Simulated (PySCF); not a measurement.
Computed spin Hamiltonian

Species: NH3 (charge +1 and doublet state).
Structure used (PBE0-D3(BJ)/def2-SVP), in Å, numbered top down from 1:
```xyz
4
NH3 angstrom
N      0.0052    0.0024   -0.0114
H     -0.6342   -0.8083   -0.0220
H     -0.3773    0.9611    0.0129
H      1.0269   -0.1457   -0.0251
```

Identity: `[NH3+]` [radical] (charge +1).

Computed, not measured: UKS B3LYP, IGLO-III on N, pcH-1 on H, non-relativistic, mean-field spin-orbit, GIAO in PySCF. Isolated species at its PBE0-D3(BJ)/def2-SVP geometry, gas phase.

```
g1, g2, g3                      : 2.00212, 2.00393, 2.00393
g_iso                           : 2.00333
Form of g                       : axial
⟨S²⟩                            : 0.7537 (exact 0.7500)
HOMO–LUMO gap, α and β orbitals : 12.67, 9.98 eV
```

Hyperfine couplings atom by atom, in MHz; T1 to T3 are the principal values of the dipolar part:

```
atom  isotope  a_iso     T1     T2    T3  Mulliken spin population
  N1      14N   42.2  -48.8  -48.8  97.7                      1.12
  H2       1H  -77.9  -55.2  -13.5  68.7                     -0.04
  H3       1H  -77.9  -55.2  -13.5  68.7                     -0.04
  H4       1H  -77.9  -55.2  -13.5  68.7                     -0.04
```

The largest Mulliken spin population is on N1 (+1.12). The angles at N1 add up to 360.0°, so it is planar; its axial dipolar tensor and the negative couplings of its protons fit spin in a p orbital normal to that plane.

Axes: g1 is normal to the molecular plane.

Under fast tumbling the dipolar parts average out, and these isotropic splittings remain: 3 × 1H (H2/H3/H4, I = 1/2, 4 lines) with 2.78 mT and 1 × 14N (N1, I = 1, 3 lines) with 1.50 mT.

β density exceeds α density at some nuclei, such as H2/H3/H4 (-0.0174), spin density in bohr⁻³. In a single determinant that takes different orbitals for the two spins, that is spin polarisation.
